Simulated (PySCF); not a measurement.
SMILES S, singlet (PBE0/def2-SVP optimised geometry):

```
3

S     -0.650    -0.674     0.000
H      0.700    -0.674     0.000
H     -0.700     0.674     0.000
```

Calculation: PBE0/def2-TZVP (PySCF 2.14.0).

Problem. What are the frontier orbital energies and the dipole moment?

Solution. HOMO-2 -12.41 eV, HOMO-1 -10.35 eV, HOMO -7.48 eV, LUMO 0.54 eV, LUMO+1 0.78 eV; dipole moment 1.16 D.

On the same geometry PBE/def2-TZVP (PySCF 2.14.0) gives HOMO-2 -10.94 eV, HOMO-1 -8.98 eV, HOMO -6.19 eV, LUMO -0.48 eV, LUMO+1 -0.10 eV; dipole moment 1.13 D.

Meta-Löwdin charges at PBE0/def2-TZVP: S1 -0.22, H2 0.11, H3 0.11.
